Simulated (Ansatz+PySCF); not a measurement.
The numbers below are computed, except where a source is named.
**Several solutions for doublet N2(+)**

```xyz
2

N    -0.0246    0.0435   -0.5532
N     0.0260    0.0290    0.5862
```

Basis set: def2-SVP (spherical functions). Charge 1, multiplicity 2.

ROHF was run from several starts with Ansatz (development build ahead of 0.2.0) and PySCF 2.14.0.

```
run  program                                 start  converged  energy (hartree)  <S²>
  A    PySCF   guess minao, instabilities followed        yes        -108.28398  0.75
  B    PySCF                      program defaults        yes        -108.25262  0.75
  C    PySCF      guess 1e, instabilities followed        yes        -108.28398  0.75
  D   Ansatz           search for the lowest state        yes        -108.28398  0.75
  E    PySCF    guess atom, instabilities followed        yes        -108.28398  0.75
  F   Ansatz               atomic start, no search        yes        -108.25261  0.75
  G    PySCF  guess huckel, instabilities followed        yes        -108.28398  0.75
  H   Ansatz               stability test followed        yes        -108.28398  0.75
```

Question: Which runs reached the lowest solution of this kind, and what is wrong with the others?

Answer: A, C, D, E, G, H reached the lowest solution found. Converged but too high: B by 0.85 eV, F by 0.85 eV. Convergence only shows a stationary point, and even a stable one can lie too high; stability tests and further starts are what find lower ones. Caution: this determinant is likely not that of the ground state. Caution: the determinant may break the point group.
